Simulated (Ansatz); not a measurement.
Molecule: SiF₃ (charge 0, doublet). It need not be the lowest isomer of its formula. 
Structure (B3LYP-D3(BJ)/def2-TZVP (Ansatz, an electronic-structure program) minimum search):
SMILES: F[Si](F)F
```xyz
4

Si     0.2161     0.2098     0.2226
F     -0.7209    -0.7467     1.0769
F     -0.7144     1.1195    -0.6880
F      1.0991    -0.6990    -0.7351
```
Charge 0, spin multiplicity 2.

Basis-set convergence of Hartree-Fock and MP2 correlation energies (hartree) with Ansatz. Valence correlation only, unless marked. Open shells are spin-unrestricted. Spin-orbit coupling is left out. Non-relativistic.

```tsv
basis	functions	E(HF)	E(corr, MP2)
cc-pV(D+d)Z	65	-587.40106	-0.63415
cc-pV(T+d)Z	129	[?]	[?]
```

Question: Complete the blanks.

Answer: 
- cc-pV(T+d)Z, E(HF): -587.54784
- cc-pV(T+d)Z, E(corr, MP2): -0.84428
